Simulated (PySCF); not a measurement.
# Working out the ionisation energy of O

O [He] 2s2 2p4 (3P) → O⁺ [He] 2s2 2p3 (4S). Computed with PySCF 2.14 in 6-31G*, with no relativity, point nucleus. Frozen: 1s2. Energies in hartree (1 hartree = 27.21139 eV):

| part | O (lower) | O⁺ (upper) |
| --- | --- | --- |
| UHF | -74.783181 | -74.341075 |
| CCSD correlation | -0.110729 | -0.076074 |
| (T) | -0.000840 | -0.000540 |

Q: What does Hartree-Fock give?

A: (-74.341075) − (-74.783181) = 0.442106 hartree = 12.030 eV.

Q: What do CCSD and CCSD(T) give?

A: The CCSD correlation energies differ by 0.034655 hartree = 0.943 eV and the triples by 0.000300 hartree = 0.008 eV, so CCSD gives 12.973 eV and CCSD(T) 12.981 eV.

Measured between the centres of the two terms (NIST): 13.608 eV, so CCSD(T) (valence) is off by -0.627 eV.

What remains against the reference includes basis incompleteness, the frozen core and higher excitations.
